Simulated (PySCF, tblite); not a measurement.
Isomers of C5H11P. Level: GFN2-xTB in tblite, geometry and Hessian alike; calculated harmonic values, unscaled, isolated species. Errors from tens to a few hundred cm⁻¹ against measured bands are possible. Modes of hydrogen on phosphorus can be 10 to 20 % off. One conformer each.

Electronic energies: PBE0/pcSseg-1 single points on the GFN2-xTB geometries (PySCF, gas phase).

| SMILES | electronic energy, lowest = 0 (kJ/mol) |
| --- | --- |
| CP(C)C1CC1 | 13.5 |
| [H]/P=C(/C)C(C)C | 23.4 |
| C/C=C/P(C)C | 0.0 |
| C=CP(C)CC | 16.5 |
| CCP1CCC1 | 2.4 |
| C=CP(=C)(C)C | 161.0 |
| CCCP1CC1 | 7.8 |
| CCC1CPC1 | 1.8 |
| CC(C)P1CC1 | 4.2 |

How do GFN2-xTB zero-point energies change the relative energies?

```tsv
SMILES	ZPE (kJ/mol)	of it from modes above 1550 cm⁻¹	electronic (kJ/mol)	with ZPE, lowest = 0 (kJ/mol)	lowest mode (cm⁻¹)	rings
C/C=C/P(C)C	376.1	208.4	0.0	0.0	67	0
CCC1CPC1	385.3	192.2	1.8	11.0	93	1
CCP1CCC1	387.3	196.7	2.4	13.5	81	1
CC(C)P1CC1	384.7	198.6	4.2	12.8	55	1
CCCP1CC1	385.8	198.0	7.8	17.6	56	1
CP(C)C1CC1	379.9	199.4	13.5	17.3	50	1
C=CP(C)CC	376.6	208.1	16.5	17.0	39	0
[H]/P=C(/C)C(C)C	381.5	193.3	23.4	28.9	42	0
C=CP(=C)(C)C	363.7	207.9	161.0	148.6	89	0
```

The zero-point energies span 23.6 kJ/mol, from `C=CP(=C)(C)C` to `CCP1CCC1`. The lowest isomer stays, but the order above it changes.

And how do the electronic energies of GFN2-xTB itself compare?

`C/C=C/P(C)C` 57.1; `CCC1CPC1` 0.0; `CCP1CCC1` 14.4; `CC(C)P1CC1` 42.1; `CCCP1CC1` 42.7; `CP(C)C1CC1` 43.9; `C=CP(C)CC` 80.2; `[H]/P=C(/C)C(C)C` 43.7; `C=CP(=C)(C)C` 222.0 kJ/mol, lowest = 0. Against the energies above, taken from the same isomer `C/C=C/P(C)C`, the largest difference is 58.9 kJ/mol.

What do entropy and thermal enthalpy add at 298.15 K and 1 bar (rigid rotor, harmonic oscillator, one conformer each)?

| SMILES | point group | symmetry number | S (J/(mol K)) | H − H(0) (kJ/mol) | ZPE + H − H(0) − TS (kJ/mol) |
| --- | --- | --- | --- | --- | --- |
| C/C=C/P(C)C | C1 | 1 | 384.1 | 26.51 | 288.1 |
| CCC1CPC1 | C1 | 1 | 347.4 | 21.26 | 303.0 |
| CCP1CCC1 | C1 | 1 | 354.5 | 22.30 | 303.9 |
| CC(C)P1CC1 | Cs | 1 | 361.0 | 23.32 | 300.4 |
| CCCP1CC1 | C1 | 1 | 360.2 | 22.75 | 301.2 |
| CP(C)C1CC1 | Cs | 1 | 370.6 | 24.40 | 293.8 |
| C=CP(C)CC | C1 | 1 | 387.6 | 26.27 | 287.3 |
| [H]/P=C(/C)C(C)C | C1 | 1 | 370.1 | 24.33 | 295.5 |
| C=CP(=C)(C)C | C1 | 1 | 383.1 | 27.25 | 276.7 |
